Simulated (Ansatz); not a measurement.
Results of r²SCAN in Ansatz (PAW) for naphthalene C10H8.

Task: Estimate the lattice energy and volume per molecule that the calculation returns.

Result: 
- lattice energy = 34 kJ/mol
- volume per molecule = 179.88 Å³

Note: the cell comes from a level without a dispersion term, which matters for the spacing of layers, chains or molecules; the volume lies 6 % above that of the published cell.

Static lattice: no zero-point or thermal effects.

The result took around 20 core-minutes (rough).

Ansatz is an electronic-structure program.
